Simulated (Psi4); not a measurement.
# A workflow on PH3 (phosphine)

We compute a series of 10 runs (PBE-D4/def2-SVP, PBE0-D4/def2-TZVP, PBE-D4/def2-TZVPP, r2SCAN-D4/def2-TZVPP, B3LYP-D4/def2-TZVPP, PBE0-D4/def2-TZVPP, wB97M-V/def2-TZVPP, CCSD(T)/def2-TZVPP, and more) of PH3 (phosphine). 

Program for the calculation: Psi4 1.11.

## (1) The molecule

PH3 has 4 atoms, charge 0, and is taken as a singlet. As SMILES, `P`. The coordinates come from a GFN2-xTB, rattled relaxation. The run starts from this shape.

Bond lengths: P1–H2 1.452 Å, P1–H3 1.338 Å, P1–H4 1.415 Å. Angles: H2–P1–H3 90.5°, H2–P1–H4 86.0°, H3–P1–H4 90.6°.

## (2) A geometry optimisation at PBE-D4/def2-SVP (density fitting) (run 1)

Contents of job.in:

```
memory 3.3 GB

molecule {
  0 1
  P      0.327875    -0.395613    -0.375848
  H      0.646325    -0.009514     0.987264
  H     -0.946929    -0.610964    -0.029730
  H      0.052399     0.975330    -0.594452
  symmetry c1
}

set basis def2-SVP
set scf_type df
set geom_maxiter 60
set max_force_g_convergence 0.0005

optimize("pbe-d4")
print_variables()
```

Command:

```
$ psi4 -n 2 job.in job.out
```

job.out:

```text
[...]
  Running in c1 symmetry.
[...]
  Nuclear repulsion =   17.813088891898381
[...]
  Multiplicity = 1
[...]
  Nalpha       = 9
  Nbeta        = 9
[...]
    Number of basis functions: 33
[...]
   @DF-RKS iter   1:  -342.80600094860080   -1.43136e-01   8.01082e-03 ADIIS/DIIS
[...]
   @DF-RKS iter   6:  -342.86264888466235   -6.25278e-13   8.29892e-09 DIIS
[...]
    Orbital Energies [Eh]
    ---------------------
    Doubly Occupied:
       1A    -76.292416     2A     -6.308029     3A     -4.529732
       4A     -4.529730     5A     -4.525062     6A     -0.580760
       7A     -0.339187     8A     -0.338875     9A     -0.243391
[...]
  @DF-RKS Final Energy:  -342.86264888466235
   => Energetics <=
    Nuclear Repulsion Energy =             17.2800877527411494
    One-Electron Energy =                -507.8232681922917209
    Two-Electron Energy =                 171.8019086244247262
    DFT Exchange-Correlation Energy =     -24.1202940332366822
    Empirical Dispersion Energy =          -0.0010830362997944
    VV10 Nonlocal Energy =                  0.0000000000000000
    Total Energy =                       -342.8626488846623488
[...]
 Multipole Moments:
 ------------------------------------------------------------------------------------
     Multipole            Electronic (a.u.)      Nuclear  (a.u.)        Total (a.u.)
 ------------------------------------------------------------------------------------
 L = 1.  Multiply by 2.5417464519 to convert [e a0] to [Debye]
 Dipole X            :          1.0137411           -1.2027145           -0.1889734
 Dipole Y            :         -1.0395055            1.2350094            0.1955039
 Dipole Z            :         -1.0363162            1.2311632            0.1948470
 Magnitude           :                                                    0.3345117
[...]
  -Total Gradient:
     Atom            X                  Y                   Z
    ------   -----------------  -----------------  -----------------
       1        0.000390927749     0.000299861672     0.000225214765
       2       -0.000001271841    -0.000119788017    -0.000221584984
       3       -0.000374556064    -0.000068951309     0.000048850537
       4       -0.000016137506    -0.000109086930    -0.000053682043
[...]
```

The script printed:

```text
Optimizer: Optimization complete!
```

Wall time 75 s (2 threads of Intel Xeon at 2.50GHz (Skylake/Cascade Lake), shared host); peak memory 0.32 GiB.

Steps, from the record of the run:

| step | energy from the first frame kept (eV) | largest force (eV/Å) |
| --- | --- | --- |
| 0 | 0.0000 | 2.6307 |
| 1 | -0.1467 | 0.3561 |
| 2 | -0.1551 | 0.2426 |
| 3 | -0.1577 | 0.2009 |
| 4 | -0.1566 | 0.3030 |
| 5 | -0.1580 | 0.2527 |
| 6 | -0.1597 | 0.1262 |
| 7 | -0.1562 | 0.2947 |
| 8 | -0.1582 | 0.1937 |
| 9 | -0.1598 | 0.0958 |
| 10 | -0.1588 | 0.1900 |
| 11 | -0.1595 | 0.1129 |
| 12 | -0.1595 | 0.1216 |
| 13 | -0.1599 | 0.0664 |
| 14 | -0.1596 | 0.1099 |
| 15 | -0.1598 | 0.0779 |
| 16 | -0.1601 | 0.0279 |

After the run. Bond lengths: P1–H2 1.441 Å, P1–H3 1.443 Å, P1–H4 1.442 Å. Angles: H2–P1–H3 92.1°, H2–P1–H4 92.2°, H3–P1–H4 92.1°.

## (3) A geometry optimisation at PBE0-D4/def2-TZVP (density fitting) (run 2)

Contents of input.dat:

```
memory 3300 MB

molecule mol {
  0 1
  P      0.331811    -0.391449    -0.373069
  H      0.648922    -0.077096     0.997191
  H     -1.043096    -0.680394    -0.044625
  H      0.025014     0.984376    -0.674901
  symmetry c1
}

set {
  scf_type df
  geom_maxiter 50
  max_force_g_convergence 0.0002
}

optimize("pbe0-d4/def2-TZVP")
```

Command:

```
$ psi4 -n 2 input.dat output.dat
```

output.dat:

```text
[...]
  Running in c1 symmetry.
[...]
  Nuclear repulsion =   17.280085884397476
[...]
  Multiplicity = 1
[...]
  Nalpha       = 9
  Nbeta        = 9
[...]
    Number of basis functions: 55
[...]
   @DF-RKS iter   1:  -342.97083488206414   -2.54663e-01   6.73560e-03 ADIIS/DIIS
[...]
   @DF-RKS iter   6:  -343.01694960153304   -6.25278e-12   4.79206e-09 DIIS
[...]
  @DF-RKS Final Energy:  -343.01694960153304
   => Energetics <=
    Nuclear Repulsion Energy =             17.5415100258648344
    One-Electron Energy =                -508.6413766764127331
    Two-Electron Energy =                 166.3622096753433084
    DFT Exchange-Correlation Energy =     -18.2784156854073814
    Empirical Dispersion Energy =          -0.0008769409211298
    VV10 Nonlocal Energy =                  0.0000000000000000
    Total Energy =                       -343.0169496015330424
[...]
 Multipole Moments:
 ------------------------------------------------------------------------------------
     Multipole            Electronic (a.u.)      Nuclear  (a.u.)        Total (a.u.)
 ------------------------------------------------------------------------------------
 L = 1.  Multiply by 2.5417464519 to convert [e a0] to [Debye]
 Dipole X            :          1.0046224           -1.1600620           -0.1554396
 Dipole Y            :         -1.0351894            1.1951971            0.1600076
 Dipole Z            :         -1.0320051            1.1915075            0.1595024
 Magnitude           :                                                    0.2742351
[...]
  -Total Gradient:
     Atom            X                  Y                   Z
    ------   -----------------  -----------------  -----------------
       1       -0.000019305753    -0.000029173497    -0.000033462141
       2       -0.000011087566     0.000024176564     0.000007682058
       3        0.000018566784    -0.000001467722     0.000003738646
       4        0.000010147162     0.000005177338     0.000019383977
[...]
    Final optimized geometry and variables:
    Molecular point group: c1
    Full point group: C1
    Geometry (in Angstrom), charge = 0, multiplicity = 1:
    P            0.039017842154    -0.040199585016    -0.040075487961
    H            0.366236339951     0.260485717776     1.308486283760
    H           -1.312896271377    -0.339171683282     0.274345541975
    H           -0.252486069031     1.314150792127    -0.351180907793
    Psi4 run time: 0:00:23.95
[...]
```

The script printed:

```text
Optimizer: Optimization complete!
```

Wall time 26 s (2 threads of Intel Xeon at 2.50GHz (Skylake/Cascade Lake), shared host); peak memory 0.39 GiB.

Step by step:

| step | energy from the first frame kept (eV) | largest force (eV/Å) |
| --- | --- | --- |
| 0 | 0.0000 | 0.8090 |
| 1 | -0.0142 | 0.1127 |
| 2 | -0.0146 | 0.0987 |
| 3 | -0.0154 | 0.0025 |

After the run. Bond lengths: P1–H2 1.420 Å, P1–H3 1.420 Å, P1–H4 1.420 Å. Angles: H2–P1–H3 93.1°, H2–P1–H4 93.1°, H3–P1–H4 93.1°.

Runs 3 to 9 aren't shown in full; the table further down has their settings and results.

## (4) A single-point energy at MP2/def2-QZVPP (density fitting, density fitting for correlation) (run 10)

Contents of h3p.in:

```
memory 3300 mb

molecule {
  0 1
  P      0.330376    -0.390110    -0.371735
  H      0.657595    -0.089425     0.976827
  H     -1.021538    -0.689082    -0.057314
  H      0.038872     0.964240    -0.682841
  symmetry c1
}

set {
  basis def2-QZVPP
  scf_type df
  num_frozen_docc 5
}

energy_value, wavefunction = energy("mp2", return_wfn=True)
print_variables()
```

Command:

```
$ psi4 h3p.in h3p.out -n 2
```

h3p.out:

```text
[...]
  Running in c1 symmetry.
[...]
  Nuclear repulsion =   17.541510246501339
[...]
  Multiplicity = 1
[...]
  Nalpha       = 9
  Nbeta        = 9
[...]
    Number of basis functions: 160
[...]
   @DF-RHF iter   1:  -342.45774539949235   -3.53291e-01   1.60024e-03 ADIIS/DIIS
[...]
   @DF-RHF iter   9:  -342.49387049337577   -2.93880e-11   3.98194e-09 DIIS
[...]
    Orbital Energies [Eh]
    ---------------------
    Doubly Occupied:
       1A    -79.944299     2A     -7.486926     3A     -5.380634
       4A     -5.380634     5A     -5.379872     6A     -0.853679
       7A     -0.520197     8A     -0.520127     9A     -0.389381
[...]
  @DF-RHF Final Energy:  -342.49387049337577
   => Energetics <=
    Nuclear Repulsion Energy =             17.5415102465013391
    One-Electron Energy =                -508.3592617868184789
    Two-Electron Energy =                 148.3238810469414375
    Total Energy =                       -342.4938704933757094
[...]
 Multipole Moments:
 ------------------------------------------------------------------------------------
     Multipole            Electronic (a.u.)      Nuclear  (a.u.)        Total (a.u.)
 ------------------------------------------------------------------------------------
 L = 1.  Multiply by 2.5417464519 to convert [e a0] to [Debye]
 Dipole X            :          1.0149208           -1.1600615           -0.1451407
 Dipole Y            :         -1.0458330            1.1951966            0.1493636
 Dipole Z            :         -1.0426151            1.1915071            0.1488921
 Magnitude           :                                                    0.2560159
[...]
```

Run time: 7.2 s. Hardware: 2 threads of Intel Xeon at 2.50GHz (Skylake/Cascade Lake), shared host; peak memory 0.34 GiB.

## (5) Overview of the runs

| run | level | geom maxiter | max force g convergence | energy (Eh) | dipole moment (D) | HOMO energy (eV) | LUMO energy (eV) | wall time |
| --- | --- | --- | --- | --- | --- | --- | --- | --- |
| 1 | PBE-D4/def2-SVP (density fitting) | 60 | 0.0005 | -342.862649 | 0.85 | -6.62 | 0.20 | 75 s |
| 2 | PBE0-D4/def2-TZVP (density fitting) | 50 | 0.0002 | -343.016950 | 0.70 | -7.86 | 0.78 | 26 s |
| 3 | PBE0-D4/def2-TZVP (density fitting) | – | – | -343.016950 | 0.70 | – | – | 100 s |
| 4 | PBE-D4/def2-TZVPP (density fitting) | – | – | -342.984853 | 0.66 | -6.69 | -0.14 | 14 s |
| 5 | r2SCAN-D4/def2-TZVPP (density fitting) | – | – | -343.120923 | 0.70 | -6.94 | 0.19 | 20 s |
| 6 | B3LYP-D4/def2-TZVPP (density fitting) | – | – | -343.179229 | 0.60 | -7.66 | 0.52 | 12 s |
| 7 | PBE0-D4/def2-TZVPP (density fitting) | – | – | -343.017756 | 0.68 | -7.86 | 0.78 | 13 s |
| 8 | wB97M-V/def2-TZVPP (density fitting) | – | – | -343.115814 | 0.55 | -10.16 | 2.63 | 24 s |
| 9 | CCSD(T)/def2-TZVPP (density fitting, density fitting for correlation) | – | – | -342.689590 | – | -10.59 | 3.74 | 17 s |
| 10 | MP2/def2-QZVPP (density fitting, density fitting for correlation) | – | – | -342.676654 | – | -10.60 | 2.76 | 7.2 s |

## (6) Results

| quantity | value |
| --- | --- |
| run 10, MP2/def2-QZVPP: total energy | -342.67665 Eh |
| run 10, MP2/def2-QZVPP: HOMO energy (Hartree–Fock orbitals) | -10.60 eV |
| run 10, MP2/def2-QZVPP: LUMO energy (Hartree–Fock orbitals) | 2.76 eV |
| run 10, MP2/def2-QZVPP: HOMO–LUMO gap (Hartree–Fock orbitals) | 13.35 eV |
| run 10, MP2/def2-QZVPP: correlation energy (5 core orbitals frozen) | -182.8 mEh |

What this shows: Over runs 3, 4, 5, 6, 7, 8 the dipole moment (its size) runs from 0.55 D (wB97M-V/def2-TZVPP) to 0.70 D (r2SCAN-D4/def2-TZVPP). Over runs 4, 5, 6, 7, 8 the HOMO–LUMO gap runs from 6.54 eV (PBE-D4/def2-TZVPP) to 12.79 eV (wB97M-V/def2-TZVPP). Totals of different functionals can't be ranked against each other. All runs together took 5.1 min, the longest 100 s.
